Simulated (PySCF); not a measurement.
Compound: C3H8O2S.
Atom-mapped SMILES: `[CH3:1][CH2:2][S:3]([CH3:4])(=[O:5])=[O:6]` (hydrogens: H7, H8, H9 on C1; H10, H11 on C2; H12, H13, H14 on C4)

Structure used (PBE0-D3(BJ)/def2-SVP), in Å, numbered top down from 1:
```xyz
14
C3H8O2S angstrom
C      1.5576    0.5528    0.5940
C      0.9282   -0.7466    0.1442
S     -0.5824   -0.5309   -0.8071
C     -1.8072    0.0126    0.3736
O     -0.3648    0.5634   -1.7525
O     -0.9898   -1.8541   -1.2718
H      2.5322    0.3596    1.0653
H      0.9319    1.0798    1.3303
H      1.7086    1.2172   -0.2681
H      0.6837   -1.4375    0.9654
H      1.5597   -1.2960   -0.5724
H     -2.7266    0.1236   -0.2174
H     -1.5173    0.9791    0.8041
H     -1.9437   -0.7588    1.1418
```

Computed with core-valence-separated Tamm–Dancoff BHandHLYP/aug-pcX-1 (pcseg-1 on H, def2-SVPD on S) in PySCF, non-relativistic, gas phase, PBE0-D3(BJ)/def2-SVP geometry.

Computed carbon K-edge spectrum, Gaussian lines of 0.6 eV full width, highest printed point 100; it ends one width below the last computed root. The energies are unshifted.

(photon energy (eV), absorption): (284.9, 0), (285.0, 0), (285.1, 0), (285.2, 1), (285.3, 2), (285.4, 4), (285.5, 8), (285.6, 13), (285.7, 23), (285.8, 37), (285.9, 56), (286.0, 76), (286.1, 93), (286.2, 100), (286.3, 97), (286.4, 86), (286.5, 74), (286.6, 68), (286.7, 69), (286.8, 76), (286.9, 83), (287.0, 86), (287.1, 80), (287.2, 67), (287.3, 49), (287.4, 33)

Question: Where are the maxima, and which lines make them up?

Answer: 2 maxima:
- 286.2 eV: C2 (sp3 carbon bound to sulfur), 286.19 eV, f = 0.053, 37 % of the height at the exact maximum; C4 (S-methyl carbon), 286.12 eV, f = 0.054, 35 % of the height at the exact maximum; C1 (methyl carbon), 286.32 eV, f = 0.034, 22 % of the height at the exact maximum
- 287.0 eV: C4 (S-methyl carbon), 286.99 eV, f = 0.033, 27 % of the height at the exact maximum; C4 (S-methyl carbon), 287.12 eV, f = 0.031, 22 % of the height at the exact maximum; C2 (sp3 carbon bound to sulfur), 287.04 eV, f = 0.023, 18 % of the height at the exact maximum; C1 (methyl carbon), 287.05 eV, f = 0.020, 16 % of the height at the exact maximum

Further lines of some strength in the range: C1, 285.68 eV, f = 0.009; C2, 286.62 eV, f = 0.015; C1, 286.78 eV, f = 0.018.

Roots within 0.03 eV on the same or equivalent atoms count as one line; shares under 12 % aren't listed.

Vibrational structure and lifetime widths aren't in the curve. The ionisation threshold wasn't computed; near and above it a finite basis only mimics Rydberg series and continuum.

One conformer stands for the species.
